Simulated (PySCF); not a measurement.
H₂O was optimised in PySCF in the def2-TZVP basis family (density fitting, no spin–orbit coupling) with several functionals.

One of them gave a singlet of C2v symmetry with a mean bond of 0.971 Å to O, wavenumbers 1584, 3693, 3801 cm⁻¹ and a HOMO–LUMO gap of 6.86 eV.

Task: Which level of theory was it?
A. PBE
B. PBE0
C. B3LYP

Result: A. That is PBE, with O–H 0.971 Å (×2). The others give PBE0 0.960 Å and 3961 cm⁻¹ for the highest mode; B3LYP 0.963 Å and 3892 cm⁻¹ for the highest mode.

Only the bonding shown was studied: isomers, or loss of a ligand pair, can lie lower.
